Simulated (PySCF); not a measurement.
## What builds the electron affinity along group 14

All values are computed (PySCF 2.14, energy differences of UHF-based or UKS calculations, no spin-orbit coupling). Each column adds one step, in eV (sums use unrounded values): valence MP2, valence CCSD, valence triples, then the next inner shell at CCSD(T) (C 1s, Si 2s 2p, Ge 3s 3p 3d, Sn 4s 4p 4d, Pb 5s 5p 5d). References (photodetachment measurements) marked * lie between the lowest fine-structure levels; the others compare directly ((s) semi-empirical, (t) theoretical).

```csv
element,UHF,+ MP2,+ CCSD,+ (T),+ inner shell,sum,reference
"C [He] 2s2 2p3 → [He] 2s2 2p2 (aug-cc-pwCVDZ, non-relativistic)",0.469,0.720,-0.096,0.049,0.005,1.148,1.262
"Si [Ne] 3s2 3p3 → [Ne] 3s2 3p2 (aug-cc-pwCVDZ, non-relativistic)",0.862,0.452,-0.058,0.032,-0.010,1.278,1.390 *
"Ge [Ar] 3d10 4s2 4p3 → [Ar] 3d10 4s2 4p2 (aug-cc-pwCVDZ-PP with ECP10MDF, ECP)",0.843,0.393,-0.029,0.027,-0.008,1.226,1.233 *
"Sn [Kr] 4d10 5s2 5p3 → [Kr] 4d10 5s2 5p2 (aug-cc-pwCVDZ-PP with ECP28MDF, ECP)",0.965,0.332,-0.020,0.022,-0.012,1.287,1.112 *
"Pb [Xe] 4f14 5d10 6s2 6p3 → [Xe] 4f14 5d10 6s2 6p2 (aug-cc-pwCVDZ-PP with ECP60MDF, ECP)",0.878,0.292,0.008,0.018,-0.008,1.188,0.357 *
```

Double-zeta sets recover only part of the correlation energy.

What remains against the references is mostly basis incompleteness and, for starred values, spin-orbit coupling.

Task: What share of the correlation contribution for Pb comes from the inner shell?

Result: The four steps add to 0.310 eV, of which the inner shell gives -0.008 eV, or -3 %.
